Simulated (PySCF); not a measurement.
## Orbital picture of AlCl⁺

LDA at R = 2.027 Å; Al def2-TZVPPD, Cl def2-TZVPPD; no relativity (PySCF 2.14). State: ²Σ⁺ (doublet), unpaired electrons σ ↑. Only the outer orbitals are listed, counted within each symmetry.

```
spin  orbital  occ.  ε (eV)  on Al (%)            main shells (%)
   α       7σ     1  -26.94         12                    87 Cl s
   α       8σ     1  -17.27         41           53 Cl p, 38 Al s
   α       3π     1  -14.70         10                    89 Cl p
   α       3π     1  -14.70         10                    89 Cl p
   α       9σ     1  -13.65         78  52 Al s, 25 Al p, 21 Cl p
   α       4π     0   -9.19         91                    89 Al p
   α       4π     0   -9.19         91                    89 Al p
   α      10σ     0   -6.45         89           55 Al p, 28 Al d
   β       7σ     1  -26.76         12                    87 Cl s
   β       8σ     1  -16.87         36           58 Cl p, 31 Al s
   β       3π     1  -14.60          9                    90 Cl p
   β       3π     1  -14.60          9                    90 Cl p
   β       9σ     0  -12.33         84  66 Al s, 17 Al p, 16 Cl p
   β       4π     0   -8.32         91                    90 Al p
   β       4π     0   -8.32         91                    90 Al p
```

Which are the highest filled and the lowest empty level, where do they sit, and how wide is the gap?

Highest filled α 9σ at -13.65 eV (in %: 52 Al s, 25 Al p, 21 Cl p); lowest empty β 9σ at -12.33 eV (in %: 66 Al s, 17 Al p, 16 Cl p); the gap at LDA is 1.32 eV.

The bond order (Mayer) is 1.59 and the ⟨S²⟩ is 0.751. The charge on Al (Mulliken, basis-dependent) is 0.80, the charge on Al (Löwdin, basis-dependent) is 0.64 and the dipole moment (positive dipole points towards Cl; it is taken about the centre of mass and depends on that origin) is -5.33 D. The polarisability along the bond is 45.1 bohr³ and the polarisability across the bond is 30.8 bohr³.

The state is the lowest determinant that a PBE0 search found; another state may lie lower at other levels.
